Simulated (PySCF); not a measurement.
## S: electron affinity

S- [Ne] 3s2 3p5 (2P) → S [Ne] 3s2 3p4 (3P), as a difference of total energies. All numbers are calculated (PySCF 2.14, the spin-free X2C one-electron Hamiltonian (Gaussian nucleus), in aug-cc-pCVTZ-DK with one added diffuse shell each of s, p, d, f type (9s8p6d4f, 91 functions)). Correlated levels: valence: [Ne] frozen; valence and next inner shell: 1s2 frozen; nothing frozen. The calculations carry no spin-orbit coupling.

```
                                method  electron affinity (eV)
                                   UHF                   0.874
                                   LDA                   2.390
                                   PBE                   2.161
                                  PBE0                   2.056
                                r2SCAN                   2.112
                                  BP86                   2.307
                                  PW91                   2.211
                                 B97-3                   2.146
                             CAM-B3LYP                   2.147
                         MP2 (valence)                   1.928
                     SCS-MP2 (valence)                   1.925
    MP2 (valence and next inner shell)                   1.930
SCS-MP2 (valence and next inner shell)                   1.926
                   MP2 (all electrons)                   1.931
               SCS-MP2 (all electrons)                   1.926
```

How much does correlation contribute at MP2 (all electrons)?

1.931 − (0.874) = 1.057 eV, measured against UHF.

Errors of the correlated levels include the incompleteness of this basis and the frozen core.

In the anion the highest occupied orbital energy is positive at LDA, PBE, PBE0, r2SCAN, BP86, PW91, B97-3, a self-interaction effect; the basis confines that electron, and the energy difference can still be sensible.

For comparison: 2.077 eV (measured; photodetachment measurements, as compiled on the Wikipedia data page of electron affinities).
